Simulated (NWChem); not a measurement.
System: chloromethane (CH3Cl); SMILES CCl

Program: NWChem. Pople sets run with spherical d functions. Each level has its own optimisation. Entropies are gas-phase, rigid-rotor, harmonic values for NWChem's default masses at 298.15 K and 1 bar, so the errors hold that model's part too (torsions, anharmonicity).

Measured entropy at 1 bar: 56.1 cal/(mol K) (CRC Handbook, as tabulated in the package chemicals).

```csv
level,entropy at 1 bar (cal/(mol K)),computed − measured
Hartree-Fock/STO-3G,___,___
Hartree-Fock/3-21G,56.2,+0.1
Hartree-Fock/6-31G*,55.8,-0.3
B3LYP/6-31G*,56.0,-0.1
"LDA (Slater exchange, VWN5)/def2-SVP",56.0,-0.1
PBE/def2-SVP,___,___
BLYP/def2-SVP,56.1,0.0
PBE0/def2-SVP,55.9,-0.2
```

Task: What belongs in the gaps?

Result: 
- Hartree-Fock/STO-3G, entropy at 1 bar (cal/(mol K)): 55.7
- Hartree-Fock/STO-3G, computed − measured: -0.4
- PBE/def2-SVP, entropy at 1 bar (cal/(mol K)): 56.0
- PBE/def2-SVP, computed − measured: -0.1
